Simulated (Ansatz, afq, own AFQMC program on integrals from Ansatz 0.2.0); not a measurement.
## AlNH, quartet: a scan with AFQMC

```xyz
3

Al    0.0000   -0.1047    0.6174
N     0.0000    0.1075   -1.2897
H     0.0000    1.3076    1.3949
```

The Al1–N2 distance is changed with both sides rigid. Energies in kcal/mol count from this geometry (1.919 Å) at the same level; the start stands on UHF, each point on the determinant named.

Basis cc-pVDZ. Only valence electrons are correlated. AFQMC by an in-house program on the Cholesky factors that Ansatz 0.2.0 writes for its CCSD(T) run. ph-AFQMC/CISD is guided by a CISD state made of CCSD amplitudes; releasing the constraint for a short imaginary time cuts its bias at the price of noise, slowly where states lie close. Uncertainties: one standard error, sampling alone.

Cautions, each for one point or more: an unrestricted solution with more broken spin lies lower; higher spins were not checked; lower spins were not checked; strong correlation; unrestricted determinant spin contaminated.

```
r(Al1–N2) / Å  det.     T1  weight  ⟨S²⟩  CCSD(T)  ph-AFQMC/CISD  released AFQMC  CCSDT(Q)  B3LYP  B2PLYP
        1.547   UHF  0.034    0.91  3.76     48.8     49.0 ± 0.3      48.8 ± 0.5      48.9   45.2    45.9
        2.317   UHF  0.036    0.88  3.92      6.6      6.4 ± 0.3      6.6 ± 0.4*       6.3    8.5     9.4
        3.065   UHF  0.051    0.85  3.97     14.2     14.8 ± 0.3               –      14.5   25.7    23.6
        4.309   UHF  0.011    0.89  3.76     13.4     13.5 ± 0.3      13.9 ± 0.4      13.9   29.9    24.9
        6.607   UHF  0.058    0.84  3.91     13.6     14.0 ± 0.3     13.8 ± 0.4*         –   30.4    25.2
```

Weight is that of the determinant in the CISD state; at the start T1 is 0.025 and the weight 0.91, and ⟨S²⟩ is 3.77. An asterisk marks released energies that aren't shown to be converged. A dash marks a missing value, a released energy that hasn't settled or a functional that sits on another state. Largest departures from phaseless AFQMC with a CISD trial: CCSD(T) -0.6 kcal/mol at 3.065 (on UHF), released AFQMC 0.4 kcal/mol at 4.309 (on UHF) (within the noise), CCSDT(Q) 0.4 kcal/mol at 4.309 (on UHF) (within the noise), B3LYP 16.4 kcal/mol at 4.309, B2PLYP 11.4 kcal/mol at 4.309. The walk's constraint bias lies outside its error bars, so these are departures and not errors. Functionals count only at points shown to share the start's state and spin. In this small basis the wave-function levels are far from their limit, so their gap to the functionals isn't the functionals' error.

Some points may be missing: those where a free walk finds a much lower state, and past Zn most of those on another determinant than at the start.

CCSDT and higher add their correlation energy to the determinant of the CCSD(T) run, since their own runs factorise the integrals more tightly (a shift of under 2 meV). A walk keeps the symmetry of its determinant, which the program's search chose and which needn't be the lowest solution, so a lower state of the same spin and another symmetry isn't excluded.
